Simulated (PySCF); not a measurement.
A species of formula C3H2S has this rotational fingerprint, computed with PBE0-D3(BJ)/def2-SVP geometry optimisation, gas phase (PySCF):

- Rotational constants: A = 42935, B = 3090, C = 2883 MHz
- Dipole components: |μa| = 2.04 D, |μb| = 0.69 D, |μc| = 0.00 D
- Inertial defect: 0.00 u·Å²
- κ: -0.99

Problem. Which candidate fits, each taken in the one conformer that was computed?
A. cyclopropenethione (`S=C1C=C1`)
B. thiopropynal (`C#CC=S`)

Solution. B. It is C#CC=S, a near-prolate asymmetric top, point group Cs. The candidates at the same level (rigid rotor, commonest isotopes):

```tsv
SMILES	A (MHz)	B (MHz)	C (MHz)	μa (D)	μb (D)	μc (D)	Δ (u·Å²)	point group	rotor
S=c1cc1	32051	4077	3617	4.42	0.00	0.00	0.00	C2v	near-prolate asymmetric top
C#CC=S	42935	3090	2883	2.04	0.69	0.00	0.00	Cs	near-prolate asymmetric top
```

`S=c1cc1` has B 32 % too high. In the right answer the mirror of this Cs structure is the ab plane, so μc vanishes by symmetry. No structure here is proved a minimum.
